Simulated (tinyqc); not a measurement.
Worked calculation: ROHF in the sto-3g basis, for NH3+, spin multiplicity 2. Computed by tinyqc, a small Python program that keeps every step (integrals from PySCF). Settings: charge = 1, multiplicity = 2, basis = sto-3g, energy threshold = 1e-09, iteration cap = 72, orthogonalisation = canonical, start = atomic densities, DIIS depth = 0, method = ROHF. Command: `OMP_NUM_THREADS=1 python tinyqc.py 27891 27892 out.jsonl` (the two numbers bound the seeds that draw the settings). One thread of a shared host (Intel(R) Xeon(R) Processor @ 2.60GHz), about 0.09 s of CPU time with the checks.

Geometry (angstrom):
```
atom          x          y         z
N      0.000000   0.000000  0.339000
H      1.047000   0.000000  0.000000
H     -0.523000   0.907000  0.000000
H     -0.523000  -0.907000  0.000000
```

Stop when the energy changes by less than 1e-09 hartree and every element of the error matrix X^T (F D S - S D F) X is below 9e-06.

Course of the cycle:
```
iteration   E (hartree)     change  largest element of the error matrix
1          -51.55458549          -                             1.24e+00
2          -55.13719871  -3.58e+00                             2.07e-01
3          -55.18324896  -4.61e-02                             3.56e-02
4          -55.18441928  -1.17e-03                             6.06e-03
5          -55.18445799  -3.87e-05                             1.28e-03
6          -55.18445995  -1.97e-06                             3.76e-04
7          -55.18446011  -1.59e-07                             7.73e-05
8          -55.18446013  -1.64e-08                             3.54e-05
9          -55.18446013  -1.82e-09                             1.07e-05
10         -55.18446013  -2.07e-10                             3.86e-06
```

Can the last value be used, and what does the course show?

Yes. Converged in 10 iterations. PySCF ROHF in the same basis = -55.18446013 hartree.
